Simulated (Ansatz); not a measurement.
Input file for Ansatz (a quantum-chemistry and plane-wave program): R-CCSD(T)/aug-cc-pVQZ on CH4 (SMILES C).

Ansatz 0.2 input:
```yaml
crystal:
  periodic: [false, false, false]
  atoms:
    - {symbol: C, position_ang: [0.00000000, 0.00000000, 0.00000000]}
    - {symbol: H, position_ang: [0.00000000, 1.08744517, 0.00000000]}
    - {symbol: H, position_ang: [-0.51262657, -0.36248173, 0.88789526]}
    - {symbol: H, position_ang: [-0.51262657, -0.36248173, -0.88789526]}
    - {symbol: H, position_ang: [1.02525314, -0.36248173, 0.00000000]}
basis:
  gaussian:
    orbitals: aug-cc-pVQZ
magnetization: {spin_polarized: false}
correlation: {method: ccsd_t, electrons: outside_noble_gas}
scf: {lower_state_search: off}
```

Output:

```
WARN ansatz: RAYON_NUM_THREADS=2 ignored (pool sized by the plan → 2); use --threads N
Functional definition: HF
these checks for a lower state are left out or cut short: stability, starts, cluster_reference, orbital_swaps, neighbouring_geometries, increment
integrals: 1.90 GiB planned
1535 factors; integrals over basis functions are off by at most 3.5e-4 eV
mean field: 0.85 GiB planned
mean field evaluation 1: about -1092.8775 eV, gradient 2.5e1 eV
mean field evaluation 2: about -1092.8772 eV, gradient 2.5e1 eV
mean field evaluation 4: about -1094.3275 eV, gradient 1.6e0 eV
mean field evaluation 8: about -1094.3400 eV, gradient 2.3e-4 eV
mean field -1094.33999448 eV, -40.2162530270 hartree, gradient 7.0e-7 eV, S^2 0.000000; 0 other end points of the search recorded, 0 dependent functions left out
1 core orbitals not correlated
reference -1094.33999448 eV, -40.2162530270 hartree; 4, 4 occupied and 259, 259 virtual orbitals, 1535 factors
second order -5.74516962 eV of doubles, -0.00000000 eV of singles
coupled cluster: 3.01 GiB planned
cycle   1  -6.04937801 eV  change   -3.0e-1 eV  update   4.3e-2
cycle   2  -6.19906921 eV  change   -1.5e-1 eV  update   1.3e-2
cycle   3  -6.21746488 eV  change   -1.8e-2 eV  update   4.0e-3
cycle   4  -6.21684562 eV  change    6.2e-4 eV  update   8.5e-4
cycle   5  -6.21700262 eV  change   -1.6e-4 eV  update   2.0e-4
cycle   6  -6.21701192 eV  change   -9.3e-6 eV  update   5.9e-5
cycle   7  -6.21699970 eV  change    1.2e-5 eV  update   1.3e-5
cycle   8  -6.21700715 eV  change   -7.5e-6 eV  update   3.4e-6
perturbative correction -0.19056833 eV, -0.0070032569 hartree
Total energy: -1100.74756996 eV, -40.4517270826 hartree
Checks for a lower state left out: stability, starts, cluster_reference, orbital_swaps, neighbouring_geometries, increment
```

The calculation finished and met its thresholds.

Cost: around 50 core-seconds (rough).
